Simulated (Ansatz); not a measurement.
Basis sets compared for MgH2. The state is a singlet with charge 0. Geometry PBE0-D4/def2-TZVP. Ansatz on 4 threads of Arm Neoverse V2 on a shared host; times are rough, and most runs start from earlier orbitals.

```xyz
3

Mg    0.0000    0.0000    0.0000
H    -0.2108   -0.7632    1.5100
H     0.2108    0.7632   -1.5100
```

Binding counts from free atoms (Mg singlet, H doublet) in the same basis, without a counterpoise term.

```json
{"level": "PBE-D4/def2-SVP", "functions": "28", "energy (Eh)": "-201.0303", "HOMO (eV)": "-6.05", "LUMO (eV)": "-1.17", "binding per atom (eV)": "1.46", "wall time": "0.15 s"}
{"level": "PBE0-D4/def2-SVP", "functions": "28", "energy (Eh)": "-201.0518", "HOMO (eV)": "-7.22", "LUMO (eV)": "-0.54", "binding per atom (eV)": "1.47", "wall time": "0.15 s"}
```

(1) Estimate the rows for PBE-D4/def2-TZVP, PBE0-D4/def2-TZVP.

Answers

(1) 
```csv
level,functions,energy (Eh),HOMO (eV),LUMO (eV),binding per atom (eV),wall time
PBE-D4/def2-TZVP,44,-201.1026,-6.05,-1.16,1.45,0.15 s
PBE0-D4/def2-TZVP,44,-201.1239,-7.21,-0.53,1.46,0.15 s
```
